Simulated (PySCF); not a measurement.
## Computed NMR parameters against published values

Mapped SMILES: `[CH2:1]=[CH:2][C:3]([F:4])([F:5])[F:6]`; H(Xn) means a hydrogen on atom n. Ha(C1) is cis to C3; Hb(C1) is trans to C3.

The experiment to reproduce: δ 19F F4/F5/F6 -66.9 ppm (measured; G. Saielli, R. Bini, A. Bagno, Computational 19F NMR. 2. Organic compounds, RSC Adv. 2014, ESI (exp. from Berger-Braun-Kalinowski 1994 and Everett 1995)).
δ 1H H(C2) 5.90; Ha(C1) 5.85; Hb(C1) 5.56 ppm (measured; solution, not stated per compound (mostly CDCl3 or CCl4); Pretsch, Buehlmann, Badertscher, Structure Determination of Organic Compounds, 4th ed. (2009)). Coupling constants: 3J(H(C2),Hb(C1)) (cis) 11.1 Hz, 3J(H(C2),Ha(C1)) (trans) 17.5 Hz, 2J(Hb(C1),Ha(C1)) 0.2 Hz.

[PySCF: PBE0-D3(BJ)/def2-SVP geometry; spin–spin couplings from B3LYP/pcJ-1; GIAO PBE0/pcSseg-1 shieldings; relativity neglected; rapidly exchanging positions averaged; isolated molecule; one conformer]

(1) How close does the calculation come?

(2) How far are the unscaled 1H shifts from the references?

Results:

(1) 
Reference values: measured (G. Saielli, R. Bini, A. Bagno, Computational 19F NMR. 2. Organic compounds, RSC Adv. 2014, ESI (exp. from Berger-Braun-Kalinowski 1994 and Everett 1995)).
```
   atoms        quantity  reference  computed  computed, scaled
F4/F5/F6  δ 19F vs CFCl3      -66.9     -83.2             -71.1
```

Reference values: measured (solution, not stated per compound (mostly CDCl3 or CCl4); Pretsch, Buehlmann, Badertscher, Structure Determination of Organic Compounds, 4th ed. (2009)).
```json
{"atoms": "H(C2)", "quantity": "δ 1H", "reference": "5.90", "computed": "6.00", "computed, scaled": "5.90"}
{"atoms": "Ha(C1)", "quantity": "δ 1H", "reference": "5.85", "computed": "6.23", "computed, scaled": "6.12"}
{"atoms": "Hb(C1)", "quantity": "δ 1H", "reference": "5.56", "computed": "5.90", "computed, scaled": "5.81"}
```

Computed shifts are σ(ref) − σ with the named reference compound (TMS for H and C) calculated as an isolated molecule at the same level. The measured values may be among those fitted. Shieldings were converted by linear fits to measured shifts (mostly CDCl3, TMS scale, for H and C): 1H (scatter 0.21 ppm rms); 19F (scatter 6.8 ppm rms vs CFCl3, solution or neat liquid, with a term for F on sp3 carbon). A few per cent of atoms miss by over 2 rms, more outside the fitted compound classes.

Coupling constants in Hz:
| coupling | reference | computed | source |
| --- | --- | --- | --- |
| 3J(H(C2),Hb(C1)) cis | 11.1 | 12.1 | measured; solution (compiled); Pretsch, Buehlmann, Badertscher, Structure Determination of Organic Compounds, 4th ed., Springer 2009 |
| 3J(H(C2),Ha(C1)) trans | 17.5 | 19.0 | measured; solution (compiled); Pretsch, Buehlmann, Badertscher, Structure Determination of Organic Compounds, 4th ed., Springer 2009 |
| 2J(Hb(C1),Ha(C1)) | 0.2 | 1.2 | measured; solution (compiled); Pretsch, Buehlmann, Badertscher, Structure Determination of Organic Compounds, 4th ed., Springer 2009 |

(2) Mean signed difference +0.27 ppm, mean absolute 0.27 ppm over 3 comparisons; the largest is +0.38 ppm at Ha(C1) (hydrogen on a terminal =CH2 carbon).

7 of the 8 published NMR values on file for this molecule are compared.

Unscaled 3J(H,H) at this level run about 9 % above measured values.
